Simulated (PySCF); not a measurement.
**One molecule, a ladder of functionals, a line**

Molecule: 1,1,1,2-tetrafluoroethane, C2H2F4.

Bonds (- single, = double, # triple, : aromatic): F1-C2 1.357 Å, C2-C3 1.514 Å, C3-F4 1.330 Å, C3-F5 1.331 Å, C3-F6 1.336 Å. C2 carries H7, H8.

GIAO shieldings (ppm, equivalent atoms averaged) in PySCF 2.14.0 with density-fitted response routines on the PBE0-D3(BJ)/def2-SVP geometry, basis pcSseg-2, gas phase, non-relativistic:

| functional | exact exchange (%) | σ(F4/F5/F6) | σ(F1) | σ(C3) | σ(C2) |
| --- | --- | --- | --- | --- | --- |
| BLYP | 0 | 248.8 | 419.2 | 36.5 | 88.8 |
| BP86 | 0 | 250.3 | 423.2 | 41.6 | 94.0 |
| PBE | 0 | 249.3 | 422.5 | 41.5 | 94.0 |
| B3LYP | 20 | 262.2 | 430.6 | 45.1 | 95.2 |
| PBE0 | 25 | 266.1 | 435.6 | 51.8 | 101.4 |
| mPW1PW91 | 25 | 266.7 | 435.3 | 51.1 | 100.9 |
| HF | 100 | 306.1 | 460.8 | 77.4 | 116.9 |

(1) Fit each shielding as a line in the percentage of exact exchange.

(2) What does the line predict for BHandHLYP (50 %), and what does the run give?

Results:

(1) σ(F4/F5/F6) = 250.5 + 0.57 x (rms 1.3 ppm); σ(F1) = 422.9 + 0.39 x (rms 2.1 ppm); σ(C3) = 40.1 + 0.38 x (rms 2.1 ppm); σ(C2) = 92.7 + 0.25 x (rms 2.2 ppm). The functionals also differ in their semilocal parts, which the line can't hold; Hartree–Fock has no correlation at all.

(2) σ(F4/F5/F6): 279.0 predicted, 279.6 computed; σ(F1): 442.4 predicted, 444.0 computed; σ(C3): 59.1 predicted, 57.4 computed; σ(C2): 105.2 predicted, 103.6 computed ppm.
